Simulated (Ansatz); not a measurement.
Basis-set extrapolation for C$_{4}$H$_{6}$ (`C#CCC`) (PBE0-D4/def2-TZVP geometry, frozen core, the Gaussian-basis code of Ansatz). Multiplicity 1, RHF reference.

|  | def2-TZVPP | def2-QZVPP |
| --- | --- | --- |
| HF | -154.960678 | -154.967617 |
| MP2 correlation | -0.653227 | -0.694495 |
| CCSD(T) correlation | -0.716240 | not run |

Energies in hartree. Use E(X) = E(∞) + A·exp(−7.88·√X) for Hartree–Fock and E(X) = E(∞) + B·X^(−2.97) for correlation, with X = 3 and 4, and add CCSD(T) minus MP2 of the smaller set to the MP2 limit.

What is the CCSD(T) energy at the basis-set limit?

HF limit: -154.967617 + (-0.006939) × 0.13774 = -154.96857. MP2 limit: -0.694495 + (-0.041268) × 0.74074 = -0.72506. Higher-order term: -0.716240 − (-0.653227) = -0.06301. Total: -155.75664 hartree, 50.0 kcal/mol below CCSD(T)/def2-TZVPP.
